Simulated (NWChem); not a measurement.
## methyl formate (C2H4O2) in NWChem

```xyz
8

C     -1.3748    -0.3031     0.1031
O     -0.0616    -0.8209     0.2551
C      0.9305     0.0230    -0.0131
O      0.8004     1.1597    -0.3652
H     -1.5542     0.0098    -0.9363
H     -2.0599    -1.1132     0.3778
H     -1.5314     0.5666     0.7583
H      1.9011    -0.4932     0.1413
```
Charge 0, spin multiplicity 1.

Everything below was run with NWChem. Structure: optimised with PBE0/def2-SVP, a minimum by its harmonic frequencies. It is one conformer; others weren't searched.

The correlated methods keep 4 core orbitals frozen.

Worked example. A B2PLYP run in STO-3G ends its self-consistent part (53 % exact exchange, 47 % B88, 73 % LYP) at -225.59413 Ha, and second-order perturbation theory on those orbitals gives -0.27613 Ha unscaled.

The perturbative term enters with the weight 0.27: -225.59413 + 0.27·(-0.27613) = -225.66869 Ha is the total energy.
